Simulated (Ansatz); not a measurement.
```yaml
crystal:
  periodic: [false, false, false]
  atoms:
    - {symbol: O, position_ang: [0.469163, -0.151771, 0.241651]}
    - {symbol: O, position_ang: [-0.469163, 0.151771, -0.241651]}
basis:
  gaussian: {orbitals: x2c-TZVPPall}
total_charge: 1
magnetization: {spin_polarized: true, initial_magnetization: 1}
hamiltonian: {xc: {name: HF}}
correlation: {method: mp2, frozen_orbitals: {O: 9}}
scf: {lower_state_search: full}
output: {forces: true}
```

```sh
$ ansatz run in.yaml --threads 2 --pin off --events-out ev --progress --plain --max-ram 32768MiB --backend cpu
```

**Question.** How does Ansatz answer? (An estimate is asked.)

**Answer.** Computed: The input was rejected before any iteration.
```
Functional definition: HF
Error: the typed cores hold 18 orbitals of each spin, and the molecule has 8 alpha and 7 beta electrons, too few to fill them
```
